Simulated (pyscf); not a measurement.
H₃C–Cl (SMILES CCl) + SiH₃• (SMILES [SiH3]) → H₃C–SiH₃ (SMILES C[SiH3]) + Cl• (SMILES [Cl]) (substitution at C; doublet surface; C–Cl broken, C–Si formed). Structures and frequencies: ωB97X-D3(BJ)/def2-SVP in PySCF. Energies in kcal/mol from the separated reactants.

| level | barrier | reaction energy |
|---|---|---|
| ωB97X-D3(BJ)/def2-TZVP | … | … |
| PBE/def2-TZVP | 12.0 | +0.4 |
| r²SCAN/def2-TZVP | 13.6 | -1.8 |
| B3LYP-D3(BJ)/def2-TZVP | 13.9 | -5.2 |
| PBE0-D3(BJ)/def2-TZVP | … | -2.7 |
| M06-2X/def2-TZVP | 18.1 | -3.1 |

Question: Complete the blanks.

Answer: 
- ωB97X-D3(BJ)/def2-TZVP, barrier: 17.5
- ωB97X-D3(BJ)/def2-TZVP, reaction energy: -7.0
- PBE0-D3(BJ)/def2-TZVP, barrier: 15.0

The functionals in the table span 6.1 kcal/mol in this barrier, from PBE to M06-2X. The same reactants have a lower exit, to H₃Si–Cl + CH₃• (barrier +8.8 kcal/mol at ωB97M-D3(BJ)/def2-TZVP, against +17.8 kcal/mol here). This is the saddle that the search found; another between the same sides may lie lower. The angle at the attacked C is 180°. Left out: the spin-orbit lowering of Cl.
